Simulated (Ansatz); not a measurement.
Z-matrix (Å, degrees):
```
C
H 1 1.0924
H 1 1.0924 2 106.93
H 1 1.0999 2 107.74 3 -115.58
N 1 1.4530 2 109.35 3 118.29
H 5 1.0119 1 110.62 2 62.58
H 5 1.0119 6 106.75 1 -120.41
```
Charge 0, spin multiplicity 1.

Calculation: Ansatz (a program for electronic structure) with frozen-core CCSD(T)/cc-pVTZ // PBE0-D4/def2-TZVP.

```
Item                          Result
----------------------  ------------
HF energy               -95.25322 Ha
MP2 correlation energy   -0.40433 Ha
```

### Question
Estimate the CCSD correlation energy, the (T) correction, the total energy and the T1 diagnostic.

### Answer

| Quantity | Value |
|---|---|
| CCSD correlation energy | -0.42856 Ha |
| (T) correction | -0.01474 Ha |
| CCSD(T) total energy | -95.69652 Ha |
| T1 diagnostic | 0.007 |
